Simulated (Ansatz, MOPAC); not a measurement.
Barrier height from ClH + CH3 (SMILES [CH3]) to the transition structure CH4Cl, without zero-point energy, on the benchmark's geometries as Psi4's copy of the set gives them.
Transition structure (charge 0, multiplicity 2, Z-matrix in Å and degrees):
```
C
H 1 1.0819
H 1 1.0819 2 116.30
H 1 1.0819 2 116.30 3 142.70
H 1 1.3965 2 101.23 4 108.65
Cl 5 1.4514 2 146.55 1 -179.99
```
Reactant (charge 0, multiplicity 1):
```xyz
2

Cl     0.000     0.000     0.000
H      1.274     0.000     0.000
```
Reactant (charge 0, multiplicity 2):
```json
[
 {"atom": "C", "x (Å)": "0.0000", "y (Å)": "0.0000", "z (Å)": "0.0000"},
 {"atom": "H", "x (Å)": "0.0000", "y (Å)": "0.0000", "z (Å)": "1.0773"},
 {"atom": "H", "x (Å)": "0.0000", "y (Å)": "0.9330", "z (Å)": "-0.5387"},
 {"atom": "H", "x (Å)": "0.0000", "y (Å)": "-0.9330", "z (Å)": "-0.5387"}
]
```

Open shells are unrestricted; no spin–orbit coupling.

The state that PM7 reach isn't checked; PM7 holds dispersion and hydrogen-bond terms.

Codes used: Ansatz (Gaussian orbitals); MOPAC for PM7 (differences of heats of formation). Each number belongs to the level named beside it.

One of these levels gives -0.060 eV for the barrier height. Which one is it?
A. SVWN5/def2-TZVPPD
B. wB97X-V/def2-TZVPPD
C. PM7
D. B3LYP/def2-TZVPPD

D, B3LYP/def2-TZVPPD. The others give 0.374 (PM7), -0.586 (SVWN5/def2-TZVPPD), -0.029 (wB97X-V/def2-TZVPPD)

Ansatz is a program for electronic structure.
